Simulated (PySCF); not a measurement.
## Molecular orbitals of BP

PBE0 at R = 1.741 Å; PySCF, no relativity, basis sets B def2-TZVPPD, P def2-TZVPPD. State: ¹Σ⁺ (singlet), closed shell, a second solution, started from another occupation. Only the outer orbitals are listed, counted within each symmetry.

```tsv
orbital	occ.	ε (eV)	on B (%)	main shells (%)
5σ	2	-17.22	21	74 P s, 18 B s
6σ	2	-10.52	43	43 B s, 32 P p, 24 P s
2π	2	-7.13	39	60 P p, 38 B p
2π	2	-7.13	39	60 P p, 38 B p
7σ	0	-5.45	70	50 B p, 25 P p, 20 B s
3π	0	-1.42	56	47 B p, 30 P p, 14 P d
3π	0	-1.42	56	47 B p, 30 P p, 14 P d
```

**Question.** Which are the highest filled and the lowest empty level, where do they sit, and how wide is the gap?

**Answer.** Highest filled 2π at -7.13 eV (in %: 60 P p, 38 B p); lowest empty 7σ at -5.45 eV (in %: 50 B p, 25 P p, 20 B s); the gap at PBE0 is 1.68 eV.

```json
{"bond order (Mayer)": "2.85", "⟨S²⟩": "0.000", "charge on B (Mulliken, basis-dependent)": "0.14", "charge on B (Löwdin, basis-dependent)": "-0.46", "dipole moment (positive dipole means B(−)P(+))": "-1.16 D"}
```
